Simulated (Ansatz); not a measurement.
Born–Oppenheimer molecular dynamics of CH2BLi (5 atoms, charge 0, multiplicity 1). It starts from a relaxed structure.

Theory: RKS LDA/def2-SVPD (Ansatz).

```
ensemble        : NVT, Langevin thermostat
time step       : 1 fs
steps asked     : 150
set temperature : 300 K
friction        : 0.05 /fs
seed            : 224285
```

First frame:

```xyz
5
Properties=species:S:1:pos:R:3
Li -2.655 0.690 0.389
B -0.636 0.166 0.093
C 0.711 -0.185 -0.104
H 1.025 -1.146 -0.552
H 1.555 0.475 0.174
```

(1) How far do the bonds stretch over the last three quarters of this one trajectory? (Pairs bonded in most of those frames.)

## Answers

(1) 
```
  bond  mean (Å)  spread (Å)  shortest  longest
Li1–B2     2.105       0.034      2.06     2.18
 B2–C3     1.405       0.018      1.36     1.44
 C3–H4     1.113       0.017      1.07     1.15
 C3–H5     1.105       0.025      1.06     1.16
```

Mean temperature of the second half: 267 K. The mean temperature of the second half is 11 % below the set value. A run of 0.15 ps of so small a system gives no equilibrium averages.

Time of the run: 81 s on 1 thread of Arm Neoverse V1, with other jobs on the host, peak memory 0.22 GiB.
